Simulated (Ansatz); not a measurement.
System: C₂H₆N, charge -1, singlet. C2H6N- (SMILES CC[NH-]).
B3LYP-D3(BJ)/def2-TZVP minimum from Ansatz (a first-principles code):
```
C
H 1 1.1083
N 1 1.4147 2 109.07
H 3 1.0279 1 106.51 2 172.74
H 1 1.1371 2 103.57 3 125.68
C 1 1.5597 2 105.68 5 108.68
H 6 1.0958 1 109.43 2 66.38
H 6 1.0969 7 107.39 1 -118.76
H 6 1.1074 7 109.20 8 -116.87
```
Charge -1, spin multiplicity 1.

Total energies in aug-cc-pVDZ, 20 correlated electrons, 3 frozen orbitals. Radicals and triplets start from unrestricted determinants; spin-orbit coupling is neglected. Cores are frozen in correlated methods. No relativity. The T1 diagnostic of C2H6N- (CC[NH-], singlet) reaches 0.026 in the sets run.

```
method    program  energy (Eh)  minus CCSDT(Q) (mEh)
--------  -------  -----------  --------------------
HF         Ansatz   -133.60686                571.26
MP2        Ansatz   -134.12112                 56.99
CCSD       Ansatz   -134.15512                 23.00
CCSD(T)    Ansatz   -134.17587                  2.24
CCSDT(Q)   Ansatz   -134.17812                  0.00
```

Rough core times of Ansatz's runs on a shared machine: CCSD(T) 30 s, CCSDT(Q) 4 h.
